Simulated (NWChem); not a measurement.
Total energies of chlorine (Cl₂)

```
Cl
Cl 1 2.0255
```
Charge 0, spin multiplicity 1.

Everything below was run with NWChem. All single points use one geometry, from PBE0/def2-SVP, a minimum by its harmonic frequencies.

Basis set: cc-pVDZ (36 functions).

```
method   total energy (Ha)
-------  -----------------
RHF             -918.96085
MP2             -919.23195
B2PLYP          -920.07397
PBE             -919.99350
B3LYP           -920.39659
PBE0            -920.06462
CCSD(T)         -919.26410
```

Total energies of different functionals aren't comparable as a measure of quality: only differences taken within one method are. 

The correlated methods keep 10 core orbitals frozen. B3LYP has NWChem's definition, with VWN1-RPA local correlation. Coupled-cluster values serve here as a point of comparison, not as the truth.
